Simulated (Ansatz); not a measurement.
Computed with Ansatz on PBE0-D4/def2-TZVP structures; ΔE is electronic, products minus reactants. CCSD(T)/CBS adds triple-zeta CCSD(T) − MP2 to the extrapolated MP2 energy (def2 sets, frozen cores). This one scheme is used for every species. DFT in def2-TZVPP. Each species was taken in one conformer, which may not be the lowest.

`CCCC(C)(C)C` + H₂ → `CC(C)(C)C` + ethane  (hydrogenolysis of a C–C bond)

`CCCC(C)(C)C`:

```xyz
23

C    -1.471   -1.275    2.273
C    -0.480   -1.141    1.129
C    -0.551    0.229    0.471
C     0.405    0.491   -0.701
C     0.159    1.913   -1.198
C     0.142   -0.484   -1.845
C     1.859    0.371   -0.252
H    -1.414   -2.261    2.740
H    -2.497   -1.131    1.923
H    -1.281   -0.528    3.048
H    -0.677   -1.922    0.388
H     0.532   -1.323    1.505
H    -1.577    0.395    0.118
H    -0.371    0.995    1.237
H     0.344    2.644   -0.405
H     0.817    2.155   -2.038
H    -0.874    2.038   -1.535
H     0.359   -1.516   -1.559
H    -0.902   -0.437   -2.169
H     0.770   -0.244   -2.708
H     2.068    1.041    0.587
H     2.537    0.637   -1.068
H     2.105   -0.647    0.060
```

H₂:

```xyz
2

H     0.237    0.288    0.002
H    -0.237   -0.288   -0.002
```

`CC(C)(C)C`:

```xyz
17

C    -0.714    0.394   -1.290
C     0.000    0.000    0.000
C     1.076    1.033    0.321
C     0.648   -1.371   -0.175
C    -1.009   -0.057    1.144
H    -1.188    1.375   -1.193
H    -0.014    0.441   -2.128
H    -1.494   -0.330   -1.544
H     1.606    0.775    1.243
H     0.639    2.027    0.454
H     1.814    1.096   -0.484
H     1.167   -1.679    0.736
H     1.378   -1.359   -0.990
H    -0.102   -2.132   -0.408
H    -0.523   -0.337    2.082
H    -1.793   -0.791    0.939
H    -1.490    0.915    1.292
```

`CC`:

Cartesian coordinates in Å:
```
C 0.087 0.303 0.691
C -0.087 -0.303 -0.691
H -0.296 -0.362 1.469
H 1.139 0.495 0.913
H -0.446 1.253 0.780
H 0.296 0.362 -1.469
H -1.139 -0.495 -0.913
H 0.446 -1.253 -0.780
```

| species | B2PLYP energy (Eh) |
| --- | --- |
| `CCCC(C)(C)C` | -276.21827 |
| H₂ | -1.16991 |
| `CC(C)(C)C` | -197.64362 |
| `CC` | -79.77340 |

(1) Work out ΔE.

Largest T1 diagnostic among the species: 0.009.

Results:

(1) ΔE = (-197.64362) + (-79.77340) − (-276.21827) − (-1.16991) = -0.02884 Eh = -18.1 kcal/mol. CCSD(T)/CBS gives -14.9 kcal/mol.

In def2-TZVPP, CCSD(T) changes the Hartree–Fock value by +7.5 kcal/mol (the triples alone add +1.4 kcal/mol) and MP2 by +8.6 kcal/mol. The D4 term adds +3.7 kcal/mol with B3LYP and +2.2 kcal/mol with PBE0; it sums over pairs of atoms, weighted by their polarisabilities, and B3LYP, whose exchange is more repulsive, gets the larger term.

B3LYP here is the variant with VWN-RPA as its local correlation; programs differ in this.
